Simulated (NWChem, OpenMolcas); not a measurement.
## Exact exchange and the dipole moment of C2H5N (ethanimine)

C2H5N has 8 atoms, charge 0, and is taken as a singlet. SMILES: `[H]/N=C\C`. The coordinates come from a PBE0-D4/def2-TZVP relaxation.

The dipole moment y, in D, basis 6-311+G(d,p); a is the functional's share of exact exchange. Programs: NWChem 7.3.0, OpenMolcas 26.06.

| functional | program | a | y (D) |
| --- | --- | --- | --- |
| TPSS | NWChem | 0 | 2.63 |
| revPBE | NWChem | 0 | 2.62 |
| B3LYP | OpenMolcas | 0.2 | ? |
| PBE0 | NWChem | 0.25 | 2.71 |
| BHLYP | NWChem | 0.5 | 2.77 |

Problem. Fit y = c + s·a to the known rows and predict B3LYP.

Solution. 
1. Means of the 4 rows: a = 0.1875, y = 2.683.
2. Σ(Δa)² = 0.17188, Σ(Δa·Δy) = 0.050625, so the slope is 0.050625/0.17188 = 0.29454.
3. Intercept: 2.683 − (0.29454) × 0.1875 = 2.628. The largest residual of the fit is 0.008.
4. B3LYP: 2.628 + (0.29454) × 0.2 = 2.69 D.

The run gave 2.70 D, so the prediction is off by -0.01 D, at the rounding of the table. More exact exchange makes the molecule more polar here.
